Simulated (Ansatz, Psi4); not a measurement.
## OF: a line through the functionals

The species is OF (2 atoms), meant as a doublet with charge 0. As SMILES, `[O]F`. Geometry: relaxed at PBE0-D4/def2-TZVP.

The electronic atomisation energy y, in eV, basis aug-cc-pVTZ; a is the functional's share of exact exchange. Programs: Ansatz 0.2.0, Psi4 1.11.

| functional | program | a | y (eV) |
| --- | --- | --- | --- |
| UTPSS | Psi4 | 0 | 2.67 |
| U-r2SCAN | Psi4 | 0 | 2.53 |
| UB3LYP | Psi4 | 0.2 | ? |
| UPBE0 | Psi4 | 0.25 | 2.36 |
| U-r2SCAN0 | Ansatz | 0.25 | 1.96 |
| UBHLYP | Psi4 | 0.5 | 1.54 |

Question: Fit y = c + s·a to the known rows and predict UB3LYP.

Answer: 
1. Means of the 5 rows: a = 0.2000, y = 2.212.
2. Σ(Δa)² = 0.175, Σ(Δa·Δy) = -0.362, so the slope is -0.362/0.175 = -2.0686.
3. Intercept: 2.212 − (-2.0686) × 0.2000 = 2.626. The largest residual of the fit is 0.25.
4. UB3LYP: 2.626 + (-2.0686) × 0.2 = 2.21 eV.

The run gave 2.39 eV, so the prediction is off by -0.18 eV, within the largest residual. The rows mix families of semi-local functionals, which the line can't see.
